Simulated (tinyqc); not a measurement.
Worked calculation: coupled-perturbed Hartree-Fock on RHF in the sto-3g basis, for H2O, spin multiplicity 1. Computed by tinyqc, a small Python program that keeps every step (integrals from PySCF). Settings: charge = 0, multiplicity = 1, basis = sto-3g, method = RHF, energy threshold = 1e-10, iteration cap = 53, orthogonalisation = canonical, start = Wolfsberg-Helmholz matrix, DIIS depth = 6. Command: `OMP_NUM_THREADS=1 python tinyqc.py 24734 24735 out.jsonl` (the two numbers bound the seeds that draw the settings). One thread of a shared host (Intel(R) Xeon(R) Processor @ 2.60GHz), about 0.1 s of CPU time with the checks. The early iterations of the SCF are left out here.

## One-electron integrals

Geometry (angstrom):
```
atom       x        y       z
O     0.0000   0.0000  0.0000
H     0.0000   0.8900  0.5470
H     0.0000  -0.9630  0.5920
```

Basis sto-3g: exponents (1/bohr^2) and contraction coefficients of normalised primitives:
```
element  l (shell)  exponent  coefficient
O            s (1)  130.7093       0.1543
O            s (1)   23.8089       0.5353
O            s (1)    6.4436       0.4446
O            s (2)    5.0332      -0.1000
O            s (2)    1.1696       0.3995
O            s (2)    0.3804       0.7001
O            p (3)    5.0332       0.1559
O            p (3)    1.1696       0.6077
O            p (3)    0.3804       0.3920
H            s (1)    3.4253       0.1543
H            s (1)    0.6239       0.5353
H            s (1)    0.1689       0.4446
```

Overlap, kinetic and nuclear-attraction integrals over the contracted functions; the nuclear repulsion is the sum of Za Zb / Rab.

nuclear repulsion = 8.082960 hartree

overlap S, order 1O 1s, 1O 2s, 1O 2px, 1O 2py, 1O 2pz, 2H 1s, 3H 1s:
```
[[1.0000, 0.2367, 0.0000, 0.0000, 0.0000, 0.0438, 0.0357],
 [0.2367, 1.0000, 0.0000, 0.0000, 0.0000, 0.4192, 0.3687],
 [0.0000, 0.0000, 1.0000, 0.0000, 0.0000, 0.0000, 0.0000],
 [0.0000, 0.0000, 0.0000, 1.0000, 0.0000, 0.3081, -0.2803],
 [0.0000, 0.0000, 0.0000, 0.0000, 1.0000, 0.1894, 0.1723],
 [0.0438, 0.4192, 0.0000, 0.3081, 0.1894, 1.0000, 0.1509],
 [0.0357, 0.3687, 0.0000, -0.2803, 0.1723, 0.1509, 1.0000]]
```

kinetic energy T (hartree), order 1O 1s, 1O 2s, 1O 2px, 1O 2py, 1O 2pz, 2H 1s, 3H 1s:
```
[[29.0032, -0.1680, 0.0000, 0.0000, 0.0000, -0.0070, -0.0088],
 [-0.1680, 0.8081, 0.0000, 0.0000, 0.0000, 0.0906, 0.0607],
 [0.0000, 0.0000, 2.5287, 0.0000, 0.0000, 0.0000, 0.0000],
 [0.0000, 0.0000, 0.0000, 2.5287, 0.0000, 0.1887, -0.1441],
 [0.0000, 0.0000, 0.0000, 0.0000, 2.5287, 0.1160, 0.0886],
 [-0.0070, 0.0906, 0.0000, 0.1887, 0.1160, 0.7600, -0.0076],
 [-0.0088, 0.0607, 0.0000, -0.1441, 0.0886, -0.0076, 0.7600]]
```

nuclear attraction V (hartree), order 1O 1s, 1O 2s, 1O 2px, 1O 2py, 1O 2pz, 2H 1s, 3H 1s:
```
[[-61.5931, -7.4138, 0.0000, -0.0016, -0.0127, -1.4081, -1.1453],
 [-7.4138, -10.0208, 0.0000, -0.0176, -0.1540, -3.2821, -2.8119],
 [0.0000, 0.0000, -9.8856, 0.0000, 0.0000, 0.0000, 0.0000],
 [-0.0016, -0.0176, 0.0000, -10.0206, -0.0081, -2.1411, 1.8780],
 [-0.0127, -0.1540, 0.0000, -0.0081, -9.9366, -1.3547, -1.1914],
 [-1.4081, -3.2821, 0.0000, -2.1411, -1.3547, -5.4598, -0.9149],
 [-1.1453, -2.8119, 0.0000, 1.8780, -1.1914, -0.9149, -5.1881]]
```

core Hamiltonian H = T + V (hartree), order 1O 1s, 1O 2s, 1O 2px, 1O 2py, 1O 2pz, 2H 1s, 3H 1s:
```
[[-32.5899, -7.5818, 0.0000, -0.0016, -0.0127, -1.4152, -1.1541],
 [-7.5818, -9.2127, 0.0000, -0.0176, -0.1540, -3.1915, -2.7512],
 [0.0000, 0.0000, -7.3568, 0.0000, 0.0000, 0.0000, 0.0000],
 [-0.0016, -0.0176, 0.0000, -7.4918, -0.0081, -1.9524, 1.7339],
 [-0.0127, -0.1540, 0.0000, -0.0081, -7.4078, -1.2387, -1.1028],
 [-1.4152, -3.1915, 0.0000, -1.9524, -1.2387, -4.6998, -0.9225],
 [-1.1541, -2.7512, 0.0000, 1.7339, -1.1028, -0.9225, -4.4280]]
```

## Two-electron integrals

Functions are numbered as in S; the eight-fold symmetry (ij|kl) = (ji|kl) = (kl|ij) leaves the list below.

Two-electron integrals (ij|kl) in chemists' order, unique and non-zero (hartree):
```
(11|11) 4.7851      (21|11) 0.7414      (21|21) 0.1369      (22|11) 1.1189
(22|21) 0.2566      (22|22) 0.8172      (31|31) 0.0245      (32|31) 0.0378
(32|32) 0.1805      (33|11) 1.1158      (33|21) 0.2567      (33|22) 0.8170
(33|33) 0.8802      (41|41) 0.0245      (42|41) 0.0378      (42|42) 0.1805
(43|43) 0.0474      (44|11) 1.1158      (44|21) 0.2567      (44|22) 0.8170
(44|33) 0.7853      (44|44) 0.8802      (51|51) 0.0245      (52|51) 0.0378
(52|52) 0.1805      (53|53) 0.0474      (54|54) 0.0474      (55|11) 1.1158
(55|21) 0.2567      (55|22) 0.8170      (55|33) 0.7853      (55|44) 0.7853
(55|55) 0.8802      (61|11) 0.1391      (61|21) 0.0255      (61|22) 0.0475
(61|33) 0.0474      (61|41) 0.0010      (61|42) 0.0019      (61|44) 0.0476
(61|51) 0.0006      (61|52) 0.0012      (61|54) 1.27e-04    (61|55) 0.0475
(61|61) 0.0048      (62|11) 0.3462      (62|21) 0.0804      (62|22) 0.2845
(62|33) 0.2796      (62|41) 0.0052      (62|42) 0.0397      (62|44) 0.2901
(62|51) 0.0032      (62|52) 0.0244      (62|54) 0.0064      (62|55) 0.2836
(62|61) 0.0153      (62|62) 0.1237      (63|31) 0.0083      (63|32) 0.0488
(63|43) 0.0082      (63|53) 0.0050      (63|63) 0.0174      (64|11) 0.2152
(64|21) 0.0506      (64|22) 0.1912      (64|33) 0.1826      (64|41) 0.0112
(64|42) 0.0740      (64|44) 0.2057      (64|51) 0.0017      (64|52) 0.0155
(64|54) 0.0092      (64|55) 0.1851      (64|61) 0.0100      (64|62) 0.1010
(64|64) 0.0989      (65|11) 0.1323      (65|21) 0.0311      (65|22) 0.1175
(65|33) 0.1122      (65|41) 0.0017      (65|42) 0.0155      (65|44) 0.1164
(65|51) 0.0094      (65|52) 0.0583      (65|54) 0.0107      (65|55) 0.1239
(65|61) 0.0062      (65|62) 0.0621      (65|64) 0.0501      (65|65) 0.0482
(66|11) 0.4930      (66|21) 0.1164      (66|22) 0.4728      (66|33) 0.4539
(66|41) 0.0095      (66|42) 0.1013      (66|44) 0.4947      (66|51) 0.0058
(66|52) 0.0623      (66|54) 0.0251      (66|55) 0.4693      (66|61) 0.0223
(66|62) 0.2614      (66|64) 0.2436      (66|65) 0.1497      (66|66) 0.7746
(71|11) 0.1132      (71|21) 0.0207      (71|22) 0.0387      (71|33) 0.0386
(71|41) -0.0008     (71|42) -0.0015     (71|44) 0.0388      (71|51) 4.97e-04
(71|52) 0.0009      (71|54) -1.04e-04   (71|55) 0.0387      (71|61) 0.0038
(71|62) 0.0120      (71|64) 0.0072      (71|65) 0.0048      (71|66) 0.0173
(71|71) 0.0032      (72|11) 0.2964      (72|21) 0.0689      (72|22) 0.2456
(72|33) 0.2412      (72|41) -0.0044     (72|42) -0.0348     (72|44) 0.2505
(72|51) 0.0027      (72|52) 0.0214      (72|54) -0.0057     (72|55) 0.2447
(72|61) 0.0126      (72|62) 0.0838      (72|64) 0.0476      (72|65) 0.0409
(72|66) 0.1425      (72|71) 0.0107      (72|72) 0.0941      (73|31) 0.0070
(73|32) 0.0414      (73|43) -0.0071     (73|53) 0.0044      (73|63) 0.0111
(73|73) 0.0129      (74|11) -0.1894     (74|21) -0.0446     (74|22) -0.1696
(74|33) -0.1621     (74|41) 0.0094      (74|42) 0.0640      (74|44) -0.1823
(74|51) -0.0015     (74|52) -0.0139     (74|54) 0.0081      (74|55) -0.1643
(74|61) -0.0078     (74|62) -0.0494     (74|64) -0.0175     (74|65) -0.0236
(74|66) -0.0769     (74|71) -0.0072     (74|72) -0.0790     (74|74) 0.0784
(75|11) 0.1165      (75|21) 0.0274      (75|22) 0.1043      (75|33) 0.0996
(75|41) -0.0015     (75|42) -0.0139     (75|44) 0.1033      (75|51) 0.0079
(75|52) 0.0499      (75|54) -0.0094     (75|55) 0.1097      (75|61) 0.0052
(75|62) 0.0417      (75|64) 0.0232      (75|65) 0.0312      (75|66) 0.0772
(75|71) 0.0044      (75|72) 0.0486      (75|74) -0.0403     (75|75) 0.0377
(76|11) 0.0923      (76|21) 0.0216      (76|22) 0.0827      (76|33) 0.0810
(76|41) -3.24e-05   (76|42) -4.11e-04   (76|44) 0.0829      (76|51) 0.0014
(76|52) 0.0125      (76|54) -9.25e-05   (76|55) 0.0841      (76|61) 0.0040
(76|62) 0.0345      (76|64) 0.0244      (76|65) 0.0195      (76|66) 0.0735
(76|71) 0.0033      (76|72) 0.0305      (76|74) -0.0226     (76|75) 0.0177
(76|76) 0.0120      (77|11) 0.4592      (77|21) 0.1085      (77|22) 0.4450
(77|33) 0.4277      (77|41) -0.0084     (77|42) -0.0932     (77|44) 0.4650
(77|51) 0.0052      (77|52) 0.0573      (77|54) -0.0229     (77|55) 0.4418
(77|61) 0.0198      (77|62) 0.1559      (77|64) 0.0812      (77|65) 0.0826
(77|66) 0.2838      (77|71) 0.0169      (77|72) 0.2219      (77|74) -0.2127
(77|75) 0.1307      (77|76) 0.0735      (77|77) 0.7746
```

## Orthogonalisation

S = U s U^T; canonical form X = U s^(-1/2), so that X^T S X = 1. Each column of U has its largest component positive (the first on a tie).

eigenvalues of S: [0.4188, 0.5113, 0.8973, 1.0000, 1.0843, 1.3455, 1.7428]

X, order 1O 1s, 1O 2s, 1O 2px, 1O 2py, 1O 2pz, 2H 1s, 3H 1s:
```
[[-0.3252, 0.1302, 0.7355, 0.0000, -0.6068, -0.0194, 0.1885],
 [1.0230, -0.3115, -0.2563, 0.0000, -0.2677, -0.0307, 0.4634],
 [0.0000, 0.0000, 0.0000, 1.0000, 0.0000, 0.0000, 0.0000],
 [0.3135, 0.8501, -0.0057, 0.0000, 0.0072, 0.6605, 0.0361],
 [0.4058, -0.1230, 0.6609, 0.0000, 0.6594, -0.0149, 0.1849],
 [-0.9184, -0.5155, -0.1783, 0.0000, 0.1478, 0.3568, 0.4061],
 [-0.3595, 0.9155, -0.1981, 0.0000, 0.1603, -0.4221, 0.3509]]
```

## Iteration 9 (converged): orbitals

converged F (hartree), order 1O 1s, 1O 2s, 1O 2px, 1O 2py, 1O 2pz, 2H 1s, 3H 1s:
```
[[-20.2313, -5.1600, 0.0000, -0.0017, -0.0256, -0.9715, -0.7933],
 [-5.1600, -2.4010, 0.0000, -0.0185, -0.0687, -0.8761, -0.7583],
 [0.0000, 0.0000, -0.3763, 0.0000, 0.0000, 0.0000, 0.0000],
 [-0.0017, -0.0185, 0.0000, -0.2404, -0.0181, -0.3979, 0.3667],
 [-0.0256, -0.0687, 0.0000, -0.0181, -0.2744, -0.2982, -0.2792],
 [-0.9715, -0.8761, 0.0000, -0.3979, -0.2982, -0.4653, -0.2207],
 [-0.7933, -0.7583, 0.0000, 0.3667, -0.2792, -0.2207, -0.3820]]
```

Diagonalise F' = X^T F X, C = X C', fill 5 alpha and 5 beta electrons from the bottom; D = 2 C_occ C_occ^T. Each column has its largest component positive (the first on a tie).

F' = X^T F X (hartree):
```
[[-0.0537, 0.3307, 1.9673, 0.0000, -1.5144, -0.0111, 0.4379],
 [0.3307, 0.4750, -0.9473, 0.0000, 0.7858, 0.1135, -0.2782],
 [1.9673, -0.9473, -8.8512, 0.0000, 8.6123, 0.3372, -4.2517],
 [0.0000, 0.0000, 0.0000, -0.3763, 0.0000, 0.0000, 0.0000],
 [-1.5144, 0.7858, 8.6123, 0.0000, -9.0560, -0.3548, 4.4427],
 [-0.0111, 0.1135, 0.3372, 0.0000, -0.3548, -0.5730, 0.1781],
 [0.4379, -0.2782, -4.2517, 0.0000, 4.4427, 0.1781, -3.2604]]
```

orbital energies (hartree): [-20.2397, -1.2020, -0.5678, -0.4071, -0.3763, 0.4519, 0.6453]

coefficients C, order 1O 1s, 1O 2s, 1O 2px, 1O 2py, 1O 2pz, 2H 1s, 3H 1s:
```
[[0.9944, -0.2387, 0.0139, 0.0881, 0.0000, 0.1149, -0.0290],
 [0.0244, 0.8798, -0.0736, -0.4547, 0.0000, -0.6867, 0.1953],
 [0.0000, 0.0000, 0.0000, 0.0000, 1.0000, 0.0000, 0.0000],
 [0.0005, 0.0185, 0.5877, -0.0308, 0.0000, 0.1726, 0.9392],
 [0.0030, 0.0817, 0.0462, 0.7861, 0.0000, -0.6632, 0.1389],
 [-0.0052, 0.1625, 0.4570, 0.2791, 0.0000, 0.5877, -0.8925],
 [-0.0043, 0.1341, -0.4385, 0.3452, 0.0000, 0.8325, 0.5578]]
```

D after iteration 9, order 1O 1s, 1O 2s, 1O 2px, 1O 2py, 1O 2pz, 2H 1s, 3H 1s:
```
[[2.1074, -0.4535, 0.0000, 0.0031, 0.1068, -0.0260, -0.0240],
 [-0.4535, 1.9737, 0.0000, -0.0259, -0.5777, -0.0355, -0.0137],
 [0.0000, 0.0000, 2.0000, 0.0000, 0.0000, 0.0000, 0.0000],
 [0.0031, -0.0259, 0.0000, 0.6933, 0.0090, 0.5260, -0.5317],
 [0.1068, -0.5777, 0.0000, 0.0090, 1.2535, 0.5076, 0.5240],
 [-0.0260, -0.0355, 0.0000, 0.5260, 0.5076, 0.6264, -0.1645],
 [-0.0240, -0.0137, 0.0000, -0.5317, 0.5240, -0.1645, 0.6589]]
```

## Convergence

Stop when the energy changes by less than 1e-10 hartree and every element of the error matrix X^T (F D S - S D F) X is below 3e-06.

Course of the cycle:
```
iteration  E (hartree)     change  largest element of the error matrix
1           -74.542012          -                             6.35e-01
2           -74.908844  -3.67e-01                             1.51e-01
3           -74.928439  -1.96e-02                             4.31e-02
4           -74.930791  -2.35e-03                             9.43e-03
5           -74.930939  -1.47e-04                             2.11e-03
6           -74.930955  -1.65e-05                             5.90e-05
7           -74.930955  -5.36e-09                             1.48e-05
8           -74.930955  -5.40e-10                             2.18e-06
9           -74.930955  -6.72e-12                             7.12e-08
```

PySCF RHF in the same basis = -74.930955 hartree

Converged in 9 iterations.

## Integrals over molecular orbitals

(pq|rs) = sum C_ip C_jq C_kr C_ls (ij|kl), one index at a time.

one-electron integrals over orbitals h = C^T H C (hartree):
```
[[-32.5731, 0.5693, -0.0324, -0.1950, 0.0000, -0.2665, 0.0666],
 [0.5693, -7.5597, 0.0439, 0.4956, 0.0000, 1.1974, -0.3266],
 [-0.0324, 0.0439, -6.0220, -0.1234, 0.0000, -0.3593, -1.7535],
 [-0.1950, 0.4956, -0.1234, -6.7094, 0.0000, 1.2381, -0.1028],
 [0.0000, 0.0000, 0.0000, 0.0000, -7.3568, 0.0000, 0.0000],
 [-0.2665, 1.1974, -0.3593, 1.2381, 0.0000, -5.1912, -0.0683],
 [0.0666, -0.3266, -1.7535, -0.1028, 0.0000, -0.0683, -5.5610]]
```

Two-electron integrals over orbitals (pq|rs), unique and non-zero (hartree):
```
(11|11) 4.7463      (21|11) -0.4275     (21|21) 0.0608      (22|11) 1.0171
(22|21) -0.0151     (22|22) 0.7214      (31|11) 0.0250      (31|21) -0.0031
(31|22) 0.0025      (31|31) 0.0103      (32|11) -0.0147     (32|21) 0.0014
(32|22) 0.0074      (32|31) 0.0163      (32|32) 0.1332      (33|11) 0.7576
(33|21) -0.0047     (33|22) 0.6128      (33|31) -0.0008     (33|32) -0.0037
(33|33) 0.5940      (41|11) 0.1563      (41|21) -0.0204     (41|22) 0.0120
(41|31) 0.0018      (41|32) 3.68e-04    (41|33) 0.0051      (41|41) 0.0248
(42|11) -0.1355     (42|21) 0.0077      (42|22) -0.0205     (42|31) 2.15e-04
(42|32) 0.0038      (42|33) 0.0036      (42|41) 0.0203      (42|42) 0.1299
(43|11) 0.0279      (43|21) -0.0009     (43|22) 0.0129      (43|31) -0.0021
(43|32) 0.0279      (43|33) 0.0062      (43|41) -0.0015     (43|42) -0.0120
(43|43) 0.0529      (44|11) 0.9644      (44|21) -0.0117     (44|22) 0.6720
(44|31) -6.96e-05   (44|32) -0.0125     (44|33) 0.5703      (44|41) -0.0098
(44|42) -0.0986     (44|43) 0.0127      (44|44) 0.7323      (51|51) 0.0260
(52|51) 0.0331      (52|52) 0.1496      (53|51) -0.0019     (53|52) -0.0066
(53|53) 0.0266      (54|51) -0.0113     (54|52) -0.0414     (54|53) 0.0035
(54|54) 0.0489      (55|11) 1.1154      (55|21) -0.0121     (55|22) 0.7531
(55|31) 0.0007      (55|32) -0.0074     (55|33) 0.6008      (55|41) 0.0044
(55|42) -0.0734     (55|43) 0.0160      (55|44) 0.7065      (55|55) 0.8802
(61|11) 0.2058      (61|21) -0.0308     (61|22) 0.0034      (61|31) 0.0037
(61|32) 0.0028      (61|33) -1.44e-04   (61|41) -0.0024     (61|42) -0.0196
(61|43) 0.0011      (61|44) 0.0153      (61|55) 0.0056      (61|61) 0.0253
(62|11) -0.2661     (62|21) 0.0065      (62|22) -0.1260     (62|31) 0.0016
(62|32) 0.0142      (62|33) -0.0608     (62|41) -0.0177     (62|42) -0.0316
(62|43) -0.0051     (62|44) -0.0718     (62|55) -0.1408     (62|61) 0.0081
(62|62) 0.0915      (63|11) 0.0722      (63|21) -0.0014     (63|22) 0.0381
(63|31) -0.0022     (63|32) 0.0427      (63|33) 0.0212      (63|41) 0.0006
(63|42) -0.0120     (63|43) 0.0393      (63|44) 0.0227      (63|55) 0.0414
(63|61) 1.49e-04    (63|62) -0.0170     (63|63) 0.0850      (64|11) -0.2509
(64|21) 0.0029      (64|22) -0.1210     (64|31) -0.0016     (64|32) -0.0123
(64|33) -0.0447     (64|41) -0.0030     (64|42) 0.0334      (64|43) -0.0134
(64|44) -0.1268     (64|55) -0.1385     (64|61) -0.0005     (64|62) 0.0614
(64|63) -0.0328     (64|64) 0.0886      (65|51) -0.0137     (65|52) -0.0530
(65|53) 0.0065      (65|54) -0.0044     (65|65) 0.0342      (66|11) 0.7560
(66|21) -0.0072     (66|22) 0.5784      (66|31) -0.0017     (66|32) -0.0313
(66|33) 0.5446      (66|41) 0.0176      (66|42) 0.0509      (66|43) -0.0227
(66|44) 0.5389      (66|55) 0.5659      (66|61) -0.0079     (66|62) -0.0820
(66|63) -0.0172     (66|64) -0.0403     (66|66) 0.5843      (71|11) -0.0522
(71|21) 0.0083      (71|22) 0.0006      (71|31) 0.0139      (71|32) 0.0222
(71|33) -0.0019     (71|41) -0.0008     (71|42) 0.0028      (71|43) -0.0033
(71|44) -0.0030     (71|55) -0.0014     (71|61) -0.0019     (71|62) 0.0028
(71|63) -0.0029     (71|64) -0.0019     (71|66) -0.0031     (71|71) 0.0215
(72|11) 0.0742      (72|21) -0.0015     (72|22) 0.0360      (72|31) 0.0146
(72|32) 0.0518      (72|33) 0.0090      (72|41) 0.0027      (72|42) -0.0018
(72|43) -0.0259     (72|44) 0.0255      (72|55) 0.0381      (72|61) 0.0028
(72|62) -0.0077     (72|63) -0.0256     (72|64) -0.0178     (72|66) 0.0187
(72|71) 0.0194      (72|72) 0.0709      (73|11) 0.3637      (73|21) -0.0068
(73|22) 0.1599      (73|31) -2.71e-04   (73|32) -0.0216     (73|33) 0.0878
(73|41) -2.27e-04   (73|42) -0.0677     (73|43) 0.0029      (73|44) 0.1526
(73|55) 0.1977      (73|61) 0.0052      (73|62) -0.0683     (73|63) 0.0116
(73|64) -0.0854     (73|66) 0.0481      (73|71) -0.0020     (73|72) 0.0229
(73|73) 0.1522      (74|11) 0.0218      (74|21) -3.11e-04   (74|22) 0.0052
(74|31) -0.0076     (74|32) -0.0672     (74|33) 0.0063      (74|41) 0.0014
(74|42) 0.0029      (74|43) -0.0067     (74|44) 0.0136      (74|55) 0.0108
(74|61) -0.0027     (74|62) -0.0137     (74|63) -0.0489     (74|64) 0.0068
(74|66) 0.0271      (74|71) -0.0106     (74|72) -0.0152     (74|73) 0.0208
(74|74) 0.0632      (75|51) 0.0034      (75|52) 0.0135      (75|53) 0.0230
(75|54) -0.0014     (75|65) -0.0022     (75|75) 0.0265      (76|11) 0.0130
(76|21) -0.0005     (76|22) -0.0036     (76|31) -0.0076     (76|32) -0.0858
(76|33) 0.0056      (76|41) -0.0028     (76|42) -0.0119     (76|43) -0.0540
(76|44) 0.0163      (76|55) 0.0062      (76|61) 3.78e-04    (76|62) 0.0018
(76|63) -0.0653     (76|64) 0.0157      (76|66) 0.0356      (76|71) -0.0107
(76|72) 0.0017      (76|73) 0.0271      (76|74) 0.0503      (76|76) 0.1034
(77|11) 0.8609      (77|21) -0.0094     (77|22) 0.6183      (77|31) 0.0043
(77|32) 0.0377      (77|33) 0.5848      (77|41) 0.0039      (77|42) -0.0201
(77|43) 0.0274      (77|44) 0.5873      (77|55) 0.6190      (77|61) 0.0050
(77|62) -0.0614     (77|63) 0.0506      (77|64) -0.0596     (77|66) 0.5313
(77|71) 0.0041      (77|72) 0.0183      (77|73) 0.0942      (77|74) -0.0203
(77|76) -0.0343     (77|77) 0.6218
```

## Response to a field: uncoupled start

dipole integrals <a|z|i> (bohr), order a6, a7:
```
[[-0.0406, 0.0114, -0.1135, 0.4566, 0.0000],
 [0.0080, -0.0298, -0.5897, -0.0379, 0.0000]]
```

Field along z; U_ai = -mu_ai / (e_a - e_i), alpha = -4 sum U_ai mu_ai.

uncoupled U, order a6, a7:
```
[[0.0020, -0.0069, 0.1113, -0.5316, 0.0000],
 [-0.0004, 0.0161, 0.4861, 0.0360, 0.0000]]
```

uncoupled polarisability = 2.1759 bohr^3

## Coupled step 1

U_ai = -(mu_ai + sum_bj [4 (ai|bj) - (ab|ij) - (aj|bi)] U_bj) / (e_a - e_i); alpha = -4 sum U_ai mu_ai.

U after step 1, order a6, a7:
```
[[0.0008, 0.0842, 0.0905, -0.5539, 0.0000],
 [-0.0001, -0.0043, 0.4278, 0.0418, 0.0000]]
```

polarisability = 2.0639 bohr^3

## Coupled step 2

As before.

U after step 2, order a6, a7:
```
[[0.0007, 0.0966, 0.0877, -0.5944, 0.0000],
 [-0.0001, -0.0067, 0.4302, 0.0465, 0.0000]]
```

polarisability = 2.1421 bohr^3

## Coupled polarisability

Repeat until U stops changing; compare with -d2E/dF2.

Course of the coupled iterations:
```
step  alpha (bohr^3)
0             2.1759
1             2.0639
2             2.1421
3             2.1528
4             2.1596
5             2.1621
6             2.1633
7             2.1639
8             2.1641
9             2.1643
10            2.1643
11            2.1643
12            2.1644
13            2.1644
14            2.1644
15            2.1644
16            2.1644
17            2.1644
18            2.1644
19            2.1644
20            2.1644
21            2.1644
22            2.1644
23            2.1644
```

coupled polarisability = 2.1644 bohr^3

finite-field check, fields of +/-0.001 au = 2.1644 bohr^3
